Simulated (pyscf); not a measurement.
Structures and frequencies: ωB97X-D3(BJ)/def2-SVP in PySCF.

### Question
Estimate by transition-state theory the rate constant of O=W(=O)(F)–Cl + HF -> O=W(=O)(F)–F + HCl (singlet surface; Cl–W, F–H broken, F–W, Cl–H formed) at 900 K, with ωB97M-D3(BJ)/def2-TZVP energies (ideal gas, 1 atm, RRHO with modes under 100 cm⁻¹ raised to 100, one conformer, R ln 2 for chiral ones without a mode under 150 cm⁻¹; no tunnelling).

### Answer
The electronic barrier is 9.2 kcal/mol and the thermal terms add +30.6, so ΔG‡ = 39.8 kcal/mol. With k_BT/h = 1.88e+13 s⁻¹ and RT = 1.788 kcal/mol, and a volume of 1.23e-19 cm³ per molecule at 1 atm, k = 5.1e-16 cm³ molecule⁻¹ s⁻¹. Wigner's tunnelling factor for 582i cm⁻¹ would be 1.04. A shift of 1 kcal/mol in the barrier changes k by a factor 1.7. On the reactant side the descent ends in a complex, 6.2 kcal/mol under the separated species and 14.7 kcal/mol under the saddle at ωB97X-D3(BJ)/def2-TZVP. On the product side the descent ends in a complex, 4.3 kcal/mol under the separated species and 9.7 kcal/mol under the saddle at ωB97X-D3(BJ)/def2-TZVP. One saddle was located; it need not be the lowest between these sides. Elements past Kr carry the def2 core potentials, without spin-orbit coupling.
